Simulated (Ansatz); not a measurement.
Reaction (SMILES): Cl (HCl) → [Cl-] + H+
B3LYP-D3(BJ)/def2-TZVP geometries, fixed; electronic energies without zero-point terms.
Largest species:
```xyz
2

Cl     0.0000     0.0000    -0.0712
H      0.0000     0.0000     1.2108
```
Charge 0, spin multiplicity 1.

Energies in hartree at MP2 with Ansatz (a quantum-chemistry and plane-wave program); the deprotonation energy is their sum with the coefficients shown, times 627.509 kcal/mol a hartree; the bare proton counts zero. All functions are spherical. Cores are frozen. No added dispersion term, no relativity.

```json
[
 {"species": "Cl (HCl)", "coefficient": "-1", "part": "Hartree-Fock", "aug-cc-pV(D+d)Z": "-460.09470", "aug-cc-pV(T+d)Z": "-460.10853", "aug-cc-pV(Q+d)Z": "-460.11189"},
 {"species": "Cl (HCl)", "coefficient": "-1", "part": "correlation", "aug-cc-pV(D+d)Z": "-0.16254", "aug-cc-pV(T+d)Z": "-0.20810", "aug-cc-pV(Q+d)Z": "-0.22535"},
 {"species": "[Cl-]", "coefficient": "+1", "part": "Hartree-Fock", "aug-cc-pV(D+d)Z": "-459.56364", "aug-cc-pV(T+d)Z": "-459.57348", "aug-cc-pV(Q+d)Z": "-459.57635"},
 {"species": "[Cl-]", "coefficient": "+1", "part": "correlation", "aug-cc-pV(D+d)Z": "-0.16291", "aug-cc-pV(T+d)Z": "-0.20806", "aug-cc-pV(Q+d)Z": "-0.22673"}
]
```

Q: Predict the deprotonation energy in aug-cc-pV(5+d)Z (X = 5): let each Hartree-Fock step shrink by the ratio of the last two, and fit each correlation energy at X = 3 and 4 to E + A/X^3. Compare with the run.

A: 
- Cl (HCl): steps -0.01383 and -0.00336, ratio 0.243, so Hartree-Fock -460.11271 (run: -460.11250); A = (-0.20810 - (-0.22535))/(1/27 - 1/64) = 0.8056, correlation -0.22535 - A/64 + A/125 = -0.23149 (run: -0.23281).
- [Cl-]: steps -0.00984 and -0.00287, ratio 0.292, so Hartree-Fock -459.57719 (run: -459.57679); A = (-0.20806 - (-0.22673))/(1/27 - 1/64) = 0.8719, correlation -0.22673 - A/64 + A/125 = -0.23338 (run: -0.23477).
Predicted 334.86 kcal/mol; the run in aug-cc-pV(5+d)Z gives 334.93, a miss of -0.08. Keeping the value in aug-cc-pV(Q+d)Z, 335.19, would miss by 0.26. All sums are of the energies as printed.
